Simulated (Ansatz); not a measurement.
Total energies of H₂S₄ from Ansatz at r2SCAN-D4/def2-TZVP, gas phase (1 Eh = 27.2114 eV = 2625.5 kJ/mol). The reference geometry is relaxed at PBE0-D4/def2-SVP.

```json
{"state": "charge 0 singlet", "geometry": "reference", "energy (Eh)": "-1593.93652"}
{"state": "charge 1 doublet", "geometry": "reference", "energy (Eh)": "-1593.60451"}
{"state": "free S atom (triplet)", "geometry": "–", "energy (Eh)": "-398.08366"}
{"state": "free H atom (doublet)", "geometry": "–", "energy (Eh)": "-0.49993"}
```

Question: Work out the vertical ionisation energy to the doublet.

Answer: E(charge 1 doublet) − E(charge 0 singlet) = -1593.60451 − (-1593.93652) = 0.33201 Eh = 9.03 eV. For comparison, −ε of the highest occupied level is 6.40 eV at this level, 2.63 eV less.

Question: What is the binding energy per atom against free atoms?

Answer: Atoms: 4 × (-398.08366) + 2 × (-0.49993) = -1593.33450 Eh. Binding: -1593.33450 − (-1593.93652) = 0.60202 Eh = 16.38 eV, or 2.73 eV for each of 6 atoms (no zero-point energy, no counterpoise term).
